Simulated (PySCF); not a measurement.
Fractional electron number in N (nitrogen, neutral)

The 2p alpha orbital of [He] 2s2 2p3 is emptied in steps (occupation f), with all orbitals relaxed, ending at [He] 2s2 2p2. Calculation: PySCF 2.14, in def2-TZVP; no relativity, point nucleus. The exact energy is a straight line in f; departures are measured from the line between the end points of the same method.

Question: Among UHF, LDA, PBE, PBE0, r2SCAN, LC-wPBE, BHandHLYP, wB97X, TPSS, BLYP, which shows the largest delocalisation error (convex curve), and which is closest to linear?

Answer: Most convex: LDA (-1.705 eV at f = 0.5); closest to linear: UHF (0.371 eV).

| f | UHF (eV) | LDA (eV) | PBE (eV) | PBE0 (eV) | r2SCAN (eV) | LC-wPBE (eV) | BHandHLYP (eV) | wB97X (eV) | TPSS (eV) | BLYP (eV) |
| --- | --- | --- | --- | --- | --- | --- | --- | --- | --- | --- |
| 1 | 0.000 | 0.000 | 0.000 | 0.000 | 0.000 | 0.000 | 0.000 | 0.000 | 0.000 | 0.000 |
| 0.75 | 0.291 | -1.263 | -1.228 | -0.853 | -1.113 | -0.315 | -0.479 | -0.360 | -1.181 | -1.226 |
| 0.5 | 0.371 | -1.705 | -1.650 | -1.142 | -1.476 | -0.422 | -0.643 | -0.479 | -1.585 | -1.646 |
| 0.25 | 0.267 | -1.292 | -1.242 | -0.857 | -1.101 | -0.314 | -0.484 | -0.351 | -1.192 | -1.240 |
| 0 | 0.000 | 0.000 | 0.000 | 0.000 | 0.000 | 0.000 | 0.000 | 0.000 | 0.000 | 0.000 |

```tsv
method	E(f=0) − E(f=1) (eV)	−ε at f=1 (eV)	−ε at f=0.5 (eV)
UHF	13.898	15.527	13.833
LDA	14.995	8.350	14.916
PBE	14.716	8.231	14.678
PBE0	14.695	10.173	14.683
r2SCAN	14.800	8.857	14.841
LC-wPBE	14.869	13.214	14.868
BHandHLYP	14.437	11.907	14.423
wB97X	14.570	12.668	14.592
TPSS	14.656	8.410	14.627
BLYP	14.486	8.011	14.448
```

Reference removal energy between the ground levels: 14.534 eV (measured; NIST Atomic Spectra Database, ionization energies). The calculation has no spin-orbit coupling. UHF lacks correlation.
